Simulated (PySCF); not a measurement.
# MP2/def2-TZVP run of HNO (SMILES N=O)

What is the vertical ionisation energy of HNO at MP2/def2-TZVP? 

Program for the calculation: PySCF 2.14.0.

**1. Starting point**

HNO: 3 atoms, total charge 0, spin state singlet. SMILES: `N=O`. Geometry: relaxed at GFN2-xTB.

Bond lengths: N1–O2 1.201 Å, N1–H3 1.062 Å. Angles: O2–N1–H3 112.4°.

**2. A single-point energy at MP2/def2-TZVP**

mol.xyz

```xyz
3
HNO
N     -0.275940     0.297220    -0.114780
O      0.768580     0.418030     0.466150
H     -0.492640    -0.715240    -0.351380
```

run.py

```python
from pyscf import gto, scf, mp

mol = gto.Mole()
mol.atom = 'mol.xyz'
mol.max_memory = 1860
mol.basis = 'def2-tzvp'
mol.spin = 0
mol.verbose = 3
mol.build()

mf = scf.RHF(mol)
mf.conv_tol = 1e-10
mf.kernel()
if not mf.converged:
    mf = mf.newton().run(mf.mo_coeff, mf.mo_occ)

pt = mp.MP2(mf, frozen=2).run()
energy = pt.e_tot
print(f'total energy: {energy:.8f} hartree')
```

On the command line:

```sh
OMP_NUM_THREADS=1 python run.py
```

The log of the run:

```text
converged SCF energy = -129.84191492857
E(RMP2) = -130.272589320805  E_corr = -0.430674392234622
E(SCS-RMP2) = -130.265707174093  E_corr = -0.423792245523275
total energy: -130.27258932 hartree
```

It took 1.1 s on 1 thread of Arm Neoverse V1, shared host; peak memory 0.14 GiB.

**3. The doublet cation at the same level**

run.py

```python
from pyscf import gto, scf, mp

system = gto.M(
    atom='''
N   -0.275940   0.297220  -0.114780
O    0.768580   0.418030   0.466150
H   -0.492640  -0.715240  -0.351380
''',
    charge=1,
    basis='def2-tzvp',
    verbose=3,
    max_memory=1860,
    spin=1,
)

hf = scf.UHF(system)
hf.conv_tol = 1e-10
hf.kernel()
if not hf.converged:
    hf = hf.newton().run(hf.mo_coeff, hf.mo_occ)

pt = mp.MP2(hf, frozen=2).run()
e_tot = pt.e_tot
print('Final energy', e_tot)
```

On the command line:

```sh
OMP_NUM_THREADS=1 python run.py
```

The log of the run:

```text
converged SCF energy = -129.480895417867  <S^2> = 0.94192384  2S+1 = 2.1835053
E(UMP2) = -129.878478873335  E_corr = -0.397583455468085
E(SCS-UMP2) = -129.869609179301  E_corr = -0.388713761433982
Final energy -129.87847887333496
```

Wall time 2 s (1 thread of Arm Neoverse V1, shared host); peak memory 0.14 GiB.

**4. What came out**

Level: MP2/def2-TZVP, 2 core orbitals frozen.

```
                                                                  quantity          value
                                                 singlet HNO: total energy  -130.27259 Eh
                         singlet HNO: dipole moment (Hartree–Fock density)         2.04 D
                          singlet HNO: HOMO energy (Hartree–Fock orbitals)      -11.52 eV
                          singlet HNO: LUMO energy (Hartree–Fock orbitals)        2.23 eV
                        singlet HNO: HOMO–LUMO gap (Hartree–Fock orbitals)       13.75 eV
                  singlet HNO: correlation energy (2 core orbitals frozen)     -430.7 mEh
                                              doublet cation: total energy  -129.87848 Eh
doublet cation: HOMO energy (Hartree–Fock orbitals) (highest over α and β)      -24.46 eV
 doublet cation: LUMO energy (Hartree–Fock orbitals) (lowest over α and β)       -8.36 eV
               doublet cation: correlation energy (2 core orbitals frozen)     -397.6 mEh
                         doublet cation: ⟨S²⟩ of the reference determinant          0.942
                        vertical ionisation energy (to the doublet cation)      10.724 eV
```

The vertical ionisation energy comes to 10.72 eV (1035 kJ/mol). ⟨S²⟩ (doublet cation) is 0.94 where a pure doublet has 0.75: the reference is spin-contaminated. Mulliken charges (doublet cation) of the mean-field density run from +0.22 on O2 to +0.43 on H3; they depend strongly on the basis.
